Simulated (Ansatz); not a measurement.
Consider the interaction energy of a dimer with the counterpoise correction of CH₂Cl₂, SMILES ClCCl (Ansatz's Python interface).

Script `dimer.py`:
```python
"""Interaction energy of two CH2Cl2 molecules, with the counterpoise correction."""

import ansatz as az

FIRST = [
    ("Cl", (1.6671, -0.3716, 0.2604)),
    ("C", (-0.1251, -0.0776, 0.0689)),
    ("Cl", (-0.4939, 1.3028, -0.9996)),
    ("H", (-0.4942, -0.9627, -0.366)),
    ("H", (-0.5541, 0.109, 1.0364)),
]
SECOND = [
    ("Cl", (-0.0653, 2.649, -3.432)),
    ("C", (1.0717, 3.9184, -2.7754)),
    ("Cl", (2.4449, 4.2532, -3.8642)),
    ("H", (0.4793, 4.7844, -2.6859)),
    ("H", (1.4542, 3.5883, -1.827)),
]

def energy(atoms, ghosts=()):
    molecule = az.Crystal.molecule()
    for symbol, xyz in atoms:
        molecule = molecule.atom(symbol, xyz)
    calc = (
        molecule.calculation()
        .basis(gaussian="cc-pVDZ")
        .functional("pbe0")
    )
    deck = calc.input()
    if ghosts:
        deck = deck.set(az.key.basis.gaussian.ghost_atoms, [{"symbol": s, "position_ang": list(xyz)} for s, xyz in ghosts])
    return az.Session.from_dict(deck).plan().execute().report["free_energy_ev"]

# ghost atoms carry the functions of the partner
both = energy(FIRST + SECOND)
alone = energy(FIRST) + energy(SECOND)
ghosted = energy(FIRST, SECOND) + energy(SECOND, FIRST)
print(f"dimer {both:.6f} eV")
print(f"interaction, uncorrected   {23.060548 * (both - alone):8.3f} kcal/mol")
print(f"interaction, counterpoise  {23.060548 * (both - ghosted):8.3f} kcal/mol")
print(f"basis-set superposition    {23.060548 * (alone - ghosted):8.3f} kcal/mol")
```

How large is the interaction at this pose, and how much of it is basis-set superposition?

Uncorrected it is 5.326 kcal/mol, with the counterpoise correction 5.928 kcal/mol; the difference, 0.60 kcal/mol, is the superposition error. In this basis both values are repulsive.

The output:

```console
$ python dimer.py
dimer -52210.791356 eV
interaction, uncorrected      5.326 kcal/mol
interaction, counterpoise     5.928 kcal/mol
basis-set superposition       0.602 kcal/mol
```

Caveats:
- Total energies depend on the basis set; only differences at equal settings carry meaning.
- The dimer is a generated trial pose of unrelaxed monomers, not a minimum, so the figure is no binding energy, and the basis set is small.
- This level lacks the dispersion part of the attraction (electrostatics and induction are there), which can decide the sign where the interaction is weak.
- Wall time of the script: 13 s on 1 thread of Intel(R) Xeon(R) Platinum 8488C (Sapphire Rapids) (shared host), peak memory 0.36 GiB.

(Lines on the test bed's own set-up are left out of the output.)
